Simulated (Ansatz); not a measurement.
Input file:

```yaml
crystal:
  periodic: [false, false, false]
  atoms:
    - {symbol: Ge, position_ang: [0.000000, -0.026956, 0.010694]}
    - {symbol: H, position_ang: [0.000000, 1.199829, -2.115810]}
    - {symbol: H, position_ang: [0.000000, 0.742863, 1.345095]}
basis:
  gaussian: {orbitals: cc-pVDZ}
magnetization: {spin_polarized: false, initial_magnetization: 2}
correlation: {method: fic_mrcisd_q, electrons: outside_noble_gas, active_space: {window: {electrons: 4, orbitals: 4}}}
```

```sh
$ ansatz run in.yaml --threads 1 --pin off --events-out ev --progress --plain --max-ram 2393MiB
```

Log:

```
414 factors; integrals over basis functions are off by at most 1.2e-3 eV
mean field evaluation 1: about -56499.5934 eV, gradient 6.1e0 eV
mean field evaluation 2: about -56499.5947 eV, gradient 6.1e0 eV
mean field evaluation 4: about -56500.1208 eV, gradient 1.3e0 eV
mean field evaluation 8: about -56499.9129 eV, gradient 1.3e0 eV
mean field evaluation 16: about -56500.5234 eV, gradient 2.6e-6 eV
mean field evaluation 32: about -56499.9208 eV, gradient 7.4e-6 eV
mean field evaluation 64: about -56500.5234 eV, gradient 2.6e-6 eV
mean field -56500.52342038 eV, -2076.3559382686 hartree, gradient 2.6e-6 eV, S^2 2.000000; 7 other end points of the search recorded, 0 dependent functions left out
reference -56500.52342038 eV, -2076.3559382686 hartree; 18, 16 occupied and 19, 21 virtual orbitals, 414 factors
state -56501.14794101 eV, -2076.3788889784 hartree
contracted CI cycle   1: correlation 0.00000000 eV, 0.0000000000 hartree, residual 9.42e0 eV
contracted CI cycle   2: correlation -1.88386148 eV, -0.0692306324 hartree, residual 1.72e0 eV
contracted CI cycle   3: correlation -1.96973610 eV, -0.0723864666 hartree, residual 5.45e-1 eV
contracted CI cycle   4: correlation -1.97797749 eV, -0.0726893320 hartree, residual 1.92e-1 eV
contracted CI cycle   5: correlation -1.97899826 eV, -0.0727268445 hartree, residual 7.35e-2 eV
contracted CI cycle   6: correlation -1.97914026 eV, -0.0727320630 hartree, residual 2.61e-2 eV
contracted CI cycle   7: correlation -1.97916057 eV, -0.0727328093 hartree, residual 9.71e-3 eV
contracted CI cycle   8: correlation -1.97916355 eV, -0.0727329190 hartree, residual 3.88e-3 eV
contracted CI cycle   9: correlation -1.97916392 eV, -0.0727329326 hartree, residual 1.28e-3 eV
contracted CI cycle  10: correlation -1.97916396 eV, -0.0727329339 hartree, residual 3.99e-4 eV
state -56501.14794101 eV, -2076.3788889784 hartree; corrected -56503.24044679 eV, -2076.4557871477 hartree
state -56500.92658912 eV, -2076.3707544467 hartree
contracted CI cycle   1: correlation 0.00000000 eV, 0.0000000000 hartree, residual 9.09e0 eV
contracted CI cycle   2: correlation -1.91063023 eV, -0.0702143658 hartree, residual 2.00e0 eV
contracted CI cycle   3: correlation -2.03063742 eV, -0.0746245486 hartree, residual 8.27e-1 eV
contracted CI cycle   4: correlation -2.05681365 eV, -0.0755865073 hartree, residual 4.55e-1 eV
contracted CI cycle   5: correlation -2.06477170 eV, -0.0758789603 hartree, residual 2.59e-1 eV
contracted CI cycle   6: correlation -2.06696897 eV, -0.0759597084 hartree, residual 1.20e-1 eV
contracted CI cycle   7: correlation -2.06736467 eV, -0.0759742503 hartree, residual 5.09e-2 eV
contracted CI cycle   8: correlation -2.06743389 eV, -0.0759767943 hartree, residual 2.05e-2 eV
contracted CI cycle   9: correlation -2.06744642 eV, -0.0759772546 hartree, residual 9.30e-3 eV
contracted CI cycle  10: correlation -2.06744923 eV, -0.0759773580 hartree, residual 4.69e-3 eV
contracted CI cycle  11: correlation -2.06744984 eV, -0.0759773804 hartree, residual 1.91e-3 eV
contracted CI cycle  12: correlation -2.06744994 eV, -0.0759773838 hartree, residual 6.37e-4 eV
state -56500.92658912 eV, -2076.3707544467 hartree; corrected -56503.17388147 eV, -2076.4533409173 hartree
state -56501.14794101 eV, -2076.3788889784 hartree; corrected -56503.24044679 eV, -2076.4557871477 hartree
2 active orbitals were swapped for others, from the solution at -56500.92658620 eV, -2076.3707543392 hartree to that at -56501.14785561 eV, -2076.3788858401 hartree; typed "places" are swapped only where nearly empty or full, and so, without "given_window_search", are "orbital_numbers", "shells" and a window whose orbitals a file names under [Active]
Total energy: -56503.24044679 eV, -2076.4557871477 hartree
```

For the same geometry and basis full CI lies 5.7 meV higher.

Ran on 1 thread of Arm Neoverse V1, shared host: 1.9 s wall, 0.09 GiB peak host memory.
